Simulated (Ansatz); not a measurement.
**Se (model structure, started from the bcc type, Im-3m, No. 229, 1 atom in the cell)**

Level of theory: PBEsol in Ansatz (plane waves, PAW).

Run with plane-wave cutoff 500 eV, 16×16×16 k mesh, Fermi–Dirac smearing 0.05 eV, scalar-relativistic PAW data made under PBE.

Cell (relaxed at this level):

```xyz
1
Lattice="-1.6882 1.6882 1.6882 1.6882 -1.6882 1.6882 1.6882 1.6882 -1.6882" Properties=species:S:1:pos:R:3 pbc="T T T"
Se     0.0000     0.0000     0.0000
```

```yaml
band_gap: none
```

Note: the relaxation could raise the start's symmetry but not lower it, so the cell can be a saddle point.

Spin–orbit coupling is not included.

The computed numbers hold no vibrational or temperature effects.

Cost on a shared machine: very roughly 21 core-seconds.

A model structure was made by putting elements into a prototype or built by hand; it is no filed structure, need not be a known phase, and can be a saddle point held by its symmetry.

Ansatz is a program for electronic structure.
